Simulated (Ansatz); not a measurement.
## AlGe: how the sextet less quartet moves with the basis

AlGe, quartet; coordinates (Å): Ge 0.000 0.000 0.000; Al 0.000 0.000 2.467. Quantity: sextet less quartet, vertical.

Ansatz 0.2.0, basis aug-cc-pVDZ or cc-pVDZ; geometries are PBE0/def2-TZVP minima. Wave-function levels freeze the cores with the filled d shells of p-block atoms; HF, MP2 and coupled cluster are restricted for singlets and unrestricted otherwise, restricted open-shell where a d shell is frozen, Kohn–Sham unrestricted where that lies lower. MRCISD+Q stands on CASSCF in the full valence space. The reference is CCSDTQ or full CI (coupled cluster only where its series has nearly closed). Semilocal and hybrid functionals correlate all electrons outside any core potential and usually lie nearer their basis limit than the reference, so part of their error here is the reference's basis and frozen-core error; RPA and the MP2 part of double hybrids freeze the same cores as the reference. None of these values is a measured one. Energies are electronic, without zero-point terms. No spin–orbit coupling and no scalar relativity. The species are chosen: bound, without strong static correlation by their natural occupations or amplitudes, in their lowest spin state as far as vertical gaps and like structures tell, and with a ladder that closes on the reference, so errors are smaller than for species at large; levels whose determinant breaks symmetry or spin markedly are left out.

| level | cc-pVDZ (kJ/mol) | aug-cc-pVDZ (kJ/mol) |
| --- | --- | --- |
| reference | 361.5 (full CI) | 361.8 (CCSDTQ) |
| MP2 | 332.4 | 334.0 |
| CCSD | 353.7 | 353.7 |
| CCSD(T) | 359.5 | 359.9 |
| MRCISD+Q | 363.4 | 363.9 |
| PBE | 392.0 | 391.6 |
| wB97M-V | 417.8 | 417.6 |
| RPA-PBE | 366.7 | 365.6 |

From cc-pVDZ to aug-cc-pVDZ the reference moves by 0.3 kJ/mol and PBE by -0.4; the step from CCSD(T) to the reference is 2.0 in the first and 1.9 in the last.
